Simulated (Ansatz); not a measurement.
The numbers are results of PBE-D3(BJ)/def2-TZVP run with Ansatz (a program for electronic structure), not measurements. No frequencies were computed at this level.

Ansatz 0.2 input:
```yaml
crystal:
  periodic: [false, false, false]
  atoms:
    - { symbol: C, position_ang: [-0.147059, -0.00031, 0.005585] }
    - { symbol: S, position_ang: [1.643916, 0.003374, -0.062669] }
    - { symbol: H, position_ang: [-0.463786, -0.507167, 0.913628] }
    - { symbol: H, position_ang: [-0.531673, -0.523289, -0.866363] }
    - { symbol: H, position_ang: [-0.501398, 1.027394, 0.00982] }
basis:
  gaussian: { orbitals: def2-tzvp }
hamiltonian:
  xc: pbe
  dispersion: d3bj
relax:
  max_steps: 150
magnetization:
  spin_polarized: true
  initial_magnetization: 1
```

Output:

```
Functional definition: PBE
573 factors; their error is unknown
mean field evaluation 1: about -11907.5378 eV, gradient 3.9e1 eV
mean field evaluation 2: about -11888.7221 eV, gradient 6.4e1 eV
mean field evaluation 4: about -11914.4871 eV, gradient 4.2e0 eV
mean field evaluation 8: about -11914.5559 eV, gradient 2.0e-1 eV
mean field evaluation 16: about -11914.5560 eV, gradient 5.9e-4 eV
mean field evaluation 32: about -11914.5561 eV, gradient 4.8e-7 eV
mean field evaluation 64: about -11914.4773 eV, gradient 3.4e0 eV
mean field -11914.55608929 eV, -437.8518603053 hartree, gradient 1.9e-10 eV, S^2 0.753685; 3 other end points of the search recorded, 0 dependent functions left out
reference -11914.55611738 eV, -437.8518613374 hartree; 13, 12 occupied and 73, 74 virtual orbitals, 573 factors
relax step   1: F+E_penalty+E_count = -11914.62064037 eV  Δ(F+E_penalty+E_count) = +0.000e0 eV  max|allowed force component| = 5.417e-1 eV/Å  Δτ_max = 0.0000 Å  (432 SCF iters, accepted)
these checks for a lower state are left out or cut short: starts, cluster_reference, orbital_swaps, neighbouring_geometries, increment
573 factors; their error is unknown
mean field evaluation 96: about -11914.5801 eV, gradient 2.1e-5 eV
mean field -11914.58012343 eV, -437.8527435435 hartree, gradient 8.3e-6 eV, S^2 0.753674; 1 other end points of the search recorded, 0 dependent functions left out
reference -11914.58015165 eV, -437.8527445808 hartree; 13, 12 occupied and 73, 74 virtual orbitals, 573 factors
relax step   2: F+E_penalty+E_count = -11914.64455189 eV  Δ(F+E_penalty+E_count) = -2.391e-2 eV  max|allowed force component| = 2.642e-1 eV/Å  Δτ_max = 0.0239 Å  (79 SCF iters, accepted)
these checks for a lower state are left out or cut short: starts, cluster_reference, orbital_swaps, neighbouring_geometries, increment
573 factors; their error is unknown
mean field -11914.58363063 eV, -437.8528724306 hartree, gradient 1.7e-6 eV, S^2 0.753660; 0 other end points of the search recorded, 0 dependent functions left out
reference -11914.58365891 eV, -437.8528734700 hartree; 13, 12 occupied and 73, 74 virtual orbitals, 573 factors
relax step   3: F+E_penalty+E_count = -11914.64802171 eV  Δ(F+E_penalty+E_count) = -3.470e-3 eV  max|allowed force component| = 8.397e-2 eV/Å  Δτ_max = 0.0136 Å  (51 SCF iters, accepted)
these checks for a lower state are left out or cut short: starts, cluster_reference, orbital_swaps, neighbouring_geometries, increment
573 factors; their error is unknown
mean field evaluation 128: about -11914.5838 eV, gradient 1.3e-5 eV
mean field -11914.58376044 eV, -437.8528772012 hartree, gradient 5.3e-6 eV, S^2 0.753657; 0 other end points of the search recorded, 0 dependent functions left out
reference -11914.58378873 eV, -437.8528782408 hartree; 13, 12 occupied and 73, 74 virtual orbitals, 573 factors
relax step   4: F+E_penalty+E_count = -11914.64816110 eV  Δ(F+E_penalty+E_count) = -1.394e-4 eV  max|allowed force component| = 4.600e-2 eV/Å  Δτ_max = 0.0014 Å  (41 SCF iters, accepted)
these checks for a lower state are left out or cut short: starts, cluster_reference, orbital_swaps, neighbouring_geometries, increment
573 factors; their error is unknown
mean field -11914.58381114 eV, -437.8528790645 hartree, gradient 1.0e-5 eV, S^2 0.753654; 0 other end points of the search recorded, 0 dependent functions left out
reference -11914.58383944 eV, -437.8528801044 hartree; 13, 12 occupied and 73, 74 virtual orbitals, 573 factors
relax step   5: F+E_penalty+E_count = -11914.64822104 eV  Δ(F+E_penalty+E_count) = -5.994e-5 eV  max|allowed force component| = 1.725e-3 eV/Å  Δτ_max = 0.0014 Å  (41 SCF iters, accepted)
573 factors; their error is unknown
mean field evaluation 160: about -11914.5838 eV, gradient 4.7e-3 eV
mean field -11914.58381114 eV, -437.8528790645 hartree, gradient 1.0e-5 eV, S^2 0.753654; 4 other end points of the search recorded, 0 dependent functions left out
reference -11914.58383944 eV, -437.8528801044 hartree; 13, 12 occupied and 73, 74 virtual orbitals, 573 factors
Total energy: -11914.64824934 eV, -437.8552471246 hartree
Atom 0 at    -0.131148     0.014821    -0.022327 Å, force    -0.000138     0.001725     0.001464 eV/Å
Atom 1 at     1.660414    -0.011316    -0.036841 Å, force     0.000840    -0.000241    -0.000501 eV/Å
Atom 2 at    -0.439823    -0.501998     0.904163 Å, force    -0.000472    -0.001342     0.000741 eV/Å
Atom 3 at    -0.560305    -0.539163    -0.868153 Å, force    -0.000057    -0.001239    -0.001249 eV/Å
Atom 4 at    -0.529138     1.037658     0.023159 Å, force    -0.000173     0.001097    -0.000454 eV/Å
Dipole moment:    -0.363133    -0.005072     0.021812 e Å
```

Cost: very roughly 40 core-seconds.
